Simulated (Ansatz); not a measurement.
## Scan of [GeH3···H···H], doublet

Starting geometry:

```xyz
6

Ge   -0.0380    0.0000    0.0000
H    -0.5494    1.4466    0.0000
H    -0.5494   -0.7233    1.2528
H    -0.5494   -0.7233   -1.2528
H     1.4964    0.0000    0.0000
H     2.8900    0.0000    0.0000
```

From there H5 is moved from one fragment to the other while all else, the fragments' distance too, stays fixed; atoms are numbered as listed. Energies are in eV, counted from the starting geometry at the same level. Kohn–Sham curves are unrestricted where that lies lower.

Basis cc-pVTZ; Ansatz 0.2.0. Correlated methods freeze the noble-gas cores and the filled d shells of p-block atoms. R marks a restricted (for open shells ROHF) determinant, U an unrestricted one. No spin–orbit coupling is included, and no scalar relativity.

Functionals correlate the shells that the reference freezes, so part of their error here is the reference's.

Full CI isn't at hand for all of this; UCCSDT(Q) serves as the reference, and is uncertain by about the last step of the cluster series.

```tsv
distance Ge1-H5 (Å)	UCCSDT(Q)	PBE	r2SCAN	PBE0	B3LYP	r2SCANh	wB97M-V	B2PLYP	RPA-PBE
1.534	0.000	0.000	0.000	0.000	0.000	0.000	0.000	0.000	0.000
1.627	-0.012	-0.064	-0.039	-0.032	-0.044	-0.031	-0.013	-0.017	-0.022
1.812	-0.043	-0.178	-0.103	-0.096	-0.131	-0.083	-0.073	-0.056	-0.084
1.998	-0.389	-0.473	-0.398	-0.403	-0.453	-0.382	-0.445	-0.388	-0.443
2.183	-0.717	-0.667	-0.638	-0.651	-0.719	-0.639	-0.770	-0.698	-0.775
```

Problem. Judged by the spread of the error over the points with a reference (largest less smallest), which of these follows UCCSDT(Q) best and which worst?

Solution. Subtracting the UCCSDT(Q) column from each: best B2PLYP (errors from -0.013 to 0.019, spread 0.032 eV), worst PBE (from -0.135 to 0.049, spread 0.184 eV). Functionals and wave-function methods converge differently with the basis, so part of this is basis effect.
